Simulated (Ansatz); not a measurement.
# SiO₂ (triplet): wave-function methods side by side, def2-TZVPP

An exercise on one series of results from a longer session: the logs are not shown, and one member is left open.

Program: Ansatz 0.2.0, Gaussian basis. Level of theory: def2-TZVPP, core rule «outside noble gas», up to 7 orbitals frozen. These are calculated values, not measurements.

To be run: UHF; ROHF; CCSD(T) on UHF.

2 further runs of the same task are left out: 2 set aside as unsound or not needed.

### What is computed

The geometry is a PBE0/def2-TZVP stationary point (not a proven minimum).

3 atoms, charge 0, spin multiplicity 3.

Atoms are counted from 1 here; the program's logs count them from 0.

Bond lengths: O1–O2 1.343 Å, O2–Si3 1.710 Å. Angles: O1–O2–Si3 113.5°.

The first run:

in.yaml reads:

```yaml
crystal:
  periodic: [false, false, false]
  atoms:
    - {symbol: O, position_ang: [0.000000, -0.345870, 1.455845]}
    - {symbol: O, position_ang: [0.000000, 0.564635, 0.468388]}
    - {symbol: Si, position_ang: [0.000000, -0.124623, -1.096174]}
basis:
  gaussian: {orbitals: def2-TZVPP}
magnetization: {spin_polarized: true, initial_magnetization: 2}
hamiltonian: {xc: hf}
output: {orbitals: {seedname: orbitals}}
```

Launch:

```bash
> ansatz run in.yaml --threads 1 --pin off --events-out ev --progress --plain --max-ram 4096MiB --backend cpu
```

Among the steps run: UHF; ROHF; CCSD(T) on UHF.

One table of the session follows, with a row left open; its other results are not shown here.

```
  method  from UCCSD(T) (kJ/mol)
    ROHF                 +1469.2
     UHF                       ?
    UMP2                  +130.3
   UCCSD                   +58.3
UCCSD(T)                       0
```

Q: Estimate the row for UHF from the others.

**Answer.** from UCCSD(T) (kJ/mol): +1436.9. In the column «from UCCSD(T) (kJ/mol)» it lies between UMP2 (+130.3) and ROHF (+1469.2).

With the free atoms at the same levels and basis (separate runs), the atomisation energy is 6.510 eV at UCCSD(T), 2.600 eV at ROHF.
